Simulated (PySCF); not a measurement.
CHCl₃, SMILES ClC(Cl)Cl, point group C3v.

Level: PBE0/pcSseg-1 in PySCF (density fitting, grid level 2); geometry and Hessian at that level, cubic constants and property derivatives from steps of ±0.6 along each species' dimensionless normal coordinates, second-order vibrational perturbation theory. The parent has the commonest isotopes.

Equilibrium geometry (Å):

```json
{"atom": "Cl1", "x": "-0.6453", "y": "1.5840", "z": "-0.3364"}
{"atom": "C2", "x": "0.0086", "y": "-0.0043", "z": "0.0904"}
{"atom": "Cl3", "x": "-1.0268", "y": "-1.3068", "z": "-0.5128"}
{"atom": "Cl4", "x": "1.6719", "y": "-0.1887", "z": "-0.4854"}
{"atom": "H5", "x": "0.0260", "y": "-0.0728", "z": "1.1756"}
```

Species: parent. Output of the displacement run:

```
mode    cm-1    km/mol   phi_rrr   E(+)/cm-1  E(-)/cm-1
  1    268.12     0.08       4.6      48.42      48.13
  2    268.18     0.08      15.1      48.83      47.74
  3    377.02     0.50     -21.3      67.10      68.62
  4    684.86     7.39     -24.0     122.35     124.06
  5    781.59   180.13     146.3     146.15     135.65
  6    781.63   180.12      50.9     142.70     139.09
  7   1244.71    24.20      27.1     226.81     224.99
  8   1244.88    24.21       4.8     226.11     225.72
  9   3189.02     0.27   -2006.6     507.73     651.74
```

For the shielding of C2 (σe = 81.99 ppm):

```
mode  ω (cm⁻¹)  Σr φrrs (cm⁻¹)    ∂σ/∂q  ∂²σ/∂q²
   1       268               0    0.000   -0.238
   2       268               0    0.003   -0.238
   3       377            -154   -4.289   -0.120
   4       685            -451  -10.306   -0.103
   5       782               0    0.006   -0.704
   6       782               0    0.010   -0.703
   7      1245               1    0.018    0.451
   8      1245               0    0.004    0.450
   9      3189            -891   -2.973   -1.662
```

**Question.** Work out the zero-point average of this shielding.

**Answer.** With ⟨qs⟩ = −Σr φrrs/(4ωs) and ⟨qs²⟩ = 1/2: the mean displacements are 0.000, 0.000, 0.102, 0.165, 0.000, 0.000, 0.000, 0.000, 0.070. The anharmonic term Σ (∂σ/∂q)⟨q⟩ is -2.34 ppm, the harmonic term ¼ Σ ∂²σ/∂q² is -0.72 ppm, so ⟨σ⟩ = 78.93 ppm.
